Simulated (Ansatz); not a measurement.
## Ti10O13: computed properties

Level of theory: DFT r2SCAN, scalar-relativistic, plane waves, PAW (Ansatz).

Cutoff 500 eV; k points 10×10×4 on the computed 23-atom cell (Γ-centred); Gaussian smearing, width 0.10 eV; no spin polarisation.

The structure is relaxed at this level of theory with its symmetry kept. Whether it is the stable form of this composition wasn't checked.

```cif
data_structure
_symmetry_space_group_name_H-M 'C2/m'
_symmetry_Int_Tables_number 12
_cell_length_a 9.2499
_cell_length_b 4.1195
_cell_length_c 12.0637
_cell_angle_alpha 90.000
_cell_angle_beta 94.420
_cell_angle_gamma 90.000
_cell_volume 458.32
loop_
_atom_site_label
_atom_site_type_symbol
_atom_site_symmetry_multiplicity
_atom_site_Wyckoff_symbol
_atom_site_fract_x
_atom_site_fract_y
_atom_site_fract_z
_atom_site_occupancy
Ti1 Ti 4 i 0.66963 0.50000 0.54035 1
Ti2 Ti 4 i 0.94829 0.50000 0.62525 1
Ti3 Ti 4 i 0.61675 0.00000 0.15566 1
Ti4 Ti 4 i 0.93650 0.00000 0.23063 1
Ti5 Ti 4 i 0.69215 0.00000 0.92864 1
O1 O 4 i 0.96293 0.00000 0.61077 1
O2 O 4 i 0.76054 0.50000 0.69669 1
O3 O 4 i 0.64158 0.00000 0.54054 1
O4 O 4 i 0.62086 0.50000 0.15198 1
O5 O 4 i 0.92032 0.50000 0.22691 1
O6 O 4 i 0.68577 0.50000 0.92063 1
O7 O 2 b 0.00000 0.50000 0.00000 1
```

(1) Formation energy from the elements' standard states (uncorrected)?

(2) Density of states at the Fermi level?

(3) Löwdin character within 0.5 eV of the Fermi level?

Spin polarisation was left out, and a magnetic state may lie lower.

A ferromagnetic start lost its moments in a first run, so spin was left out; other magnetic orders weren't tried.

## Answers

(1) -3.004 eV/atom.

(2) 7.69 states/eV per cell.

(3) Ti 3d 88 %, O 2p 11 %.

Cost: 1 run of about 24 core-minutes, on Intel Xeon Platinum 8488C (Sapphire Rapids) (shared hosts).